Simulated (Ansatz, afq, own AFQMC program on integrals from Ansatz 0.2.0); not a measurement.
Two steps: Ansatz 0.2.0 writes the Fock matrix and Cholesky factors of the valence space, and afq projects on them the lowest state that overlaps trial and start.

```yaml
crystal:
  periodic: [false, false, false]
  atoms:
    - {symbol: In, position_ang: [0.000000, -0.018790, 0.000553]}
    - {symbol: H, position_ang: [0.000000, 2.333049, -0.068435]}
    - {symbol: H, position_ang: [0.000000, -0.144290, -1.663229]}
    - {symbol: H, position_ang: [0.000000, -0.048336, 1.668675]}
basis:
  gaussian: {orbitals: def2-SVP}
total_charge: 1
magnetization: {spin_polarized: true, initial_magnetization: 1}
correlation: {method: ccsd_t, electrons: outside_noble_gas, hamiltonian_folder: ham}
```

```sh
$ ansatz run in.yaml --threads 1 --pin off --events-out ev --progress --plain --max-ram 1843MiB
```

afq runs on the folder ham with

```
--method free --trial cisd --walkers 60 --time-step 0.03 --max-blocks 80 --target-error 0.00027 --factor-cut 1e-05 --seed 567 --times 0,0.3,0.6,1.2,1.8,2.4,3.6,4.8,6 --taylor-order 8
```

Times are imaginary, in 1/Eh. The walk had a cap of 551 s. Filled inner d shells are frozen with the cores. Core potentials past Kr, no spin–orbit coupling.

Output of the walk:

```
orbitals 32  electrons 3 2  factors 254 of 492
reference energy -190.58875573 Eh
CCSD correlation -0.06349382 Eh in 11 cycles, weight of the determinant in the CISD state 0.9511
repeat  energy at the last time / Eh  error
    10  -190.653179  0.000182
    20  -190.653261  0.000131
    30  -190.653196  0.000109
time / (1/Eh)  energy / Eh  error  mean overlap
  0.00  -190.652278  0.000023  1.0523
  0.30  -190.652729  0.000032  1.0391
  0.60  -190.652888  0.000035  1.0455
  1.20  -190.653081  0.000035  1.0471
  1.80  -190.653196  0.000046  1.0395
  2.40  -190.653229  0.000050  1.0314
  3.60  -190.653179  0.000052  1.0556
  4.80  -190.653198  0.000076  1.0535
  6.00  -190.653216  0.000108  1.0483
energy -190.653216 +/- 0.000108 Eh
```

The run passed its tests (error under three times the target), which doesn't prove that it has relaxed.

Against this walk (error 2.9 meV) on the same determinant: CCSD(T) 7.1 meV higher, CCSDT(Q) 1.5 meV lower (within the noise), full CI 1.7 meV lower (within the noise). The error is statistical, and a free projection of finite length keeps a remainder of its start.

Cautions: remainder of the start not in the error; no spin-orbit coupling; inner d shell frozen.

The walk took 70 s on 1 thread of Arm Neoverse V1, on a shared host. The log's last line is the free-projection energy.

CCSDT and higher add their correlation energy to the determinant of the CCSD(T) run, since their own runs factorise the integrals more tightly (a shift of under 2 meV). A walk keeps the symmetry of its determinant, which the program's search chose and which needn't be the lowest solution, so a lower state of the same spin and another symmetry isn't excluded.
